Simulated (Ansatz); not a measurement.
**BSiP (triplet): the correlation ladder, cc-pVDZ**

How much of the correlation energy of BSiP (triplet) does each wave-function method recover here?

Computed with Ansatz 0.2.0, Gaussian basis. Level: cc-pVDZ, core rule «outside noble gas», up to 11 orbitals frozen.

The runs, in order: UHF; CCSD(T) on ROHF; CCSD(T) on UHF; BCCD(T) on ROHF; CISD as a restricted active space (open shells left free, so some higher excitations enter); CCSDT(Q) on ROHF; CCSDT(Q) on UHF; CASSCF and NEVPT2, 10 electrons in 11 orbitals.

29 further runs of the same task are left out: 5 for a known fault of the program, 9 that didn't finish, 15 set aside as unsound or not needed. Runs told in other sessions of the task aren't counted.

### 1 What is computed

The geometry is a PBE0/def2-TZVP stationary point (not a proven minimum).

3 atoms, charge 0, spin multiplicity 3.

Atoms are counted from 1 here; the program's logs count them from 0.

Bond lengths: B1–P2 1.813 Å, B1–Si3 2.032 Å, P2–Si3 2.135 Å. Angles: P2–B1–Si3 67.2°, B1–P2–Si3 61.3°, B1–Si3–P2 51.5°.

Coordinates:

```xyz
3

B     0.0000   -1.3370    0.1884
P     0.0000    0.2942    0.9794
Si    0.0000    0.1902   -1.1526
```

### 2 UHF

The input, in.yaml:

```yaml
crystal:
  periodic: [false, false, false]
  atoms:
    - {symbol: B, position_ang: [0.000000, -1.336957, 0.188448]}
    - {symbol: P, position_ang: [0.000000, 0.294228, 0.979363]}
    - {symbol: Si, position_ang: [0.000000, 0.190151, -1.152618]}
basis:
  gaussian: {orbitals: cc-pVDZ}
magnetization: {spin_polarized: true, initial_magnetization: 2}
hamiltonian: {xc: hf}
output: {orbitals: {seedname: orbitals}}
```

Run with:

```bash
$ ansatz run in.yaml --threads 1 --pin off --events-out ev --progress --plain --max-ram 2393MiB
```

Further steps of the session: CCSD(T) on ROHF; CCSD(T) on UHF; BCCD(T) on ROHF; CISD as a restricted active space (open shells left free, so some higher excitations enter); CCSDT(Q) on ROHF; CCSDT(Q) on UHF; CASSCF and NEVPT2, 10 electrons in 11 orbitals.

Before running them: what should the planned runs give, taken together? Wanted: UCCSDT(Q) from the RHF energy; RMP2 from UCCSDT(Q); UMP2 from UCCSDT(Q); RCCSD from UCCSDT(Q); RCCSD(T) from UCCSDT(Q); UCCSD(T) from UCCSDT(Q); RCCSDT(Q) from UCCSDT(Q); NEVPT2 valence from UCCSDT(Q); T1 diagnostic.

The runs gave:

| quantity | value |
| --- | --- |
| UCCSDT(Q) from the ROHF energy | -8.0980 eV |
| RMP2 from UCCSDT(Q) | +1264.3 meV |
| UMP2 from UCCSDT(Q) | +1355.1 meV |
| RCCSD from UCCSDT(Q) | +554.8 meV |
| RCCSD(T) from UCCSDT(Q) | +85.2 meV |
| UCCSD(T) from UCCSDT(Q) | +91.1 meV |
| RCCSDT(Q) from UCCSDT(Q) | +4.9 meV |
| NEVPT2 valence from UCCSDT(Q) | +1007.2 meV |
| levels within 1 kcal/mol (43 meV) | RCCSDT(Q) |
| T1 diagnostic | 0.037 |
| effectively unpaired electrons | 2.08 |

**Reading.** RCCSD(T) lands +85.2 meV from the yardstick (1.1 % of the correlation energy). One determinant dominates. These misses are within one basis, not against nature; the frozen cores of restricted and unrestricted runs differ, which can shift their rows.

With open shells the CI space here admits some higher excitations, so it is larger than plain CISD.
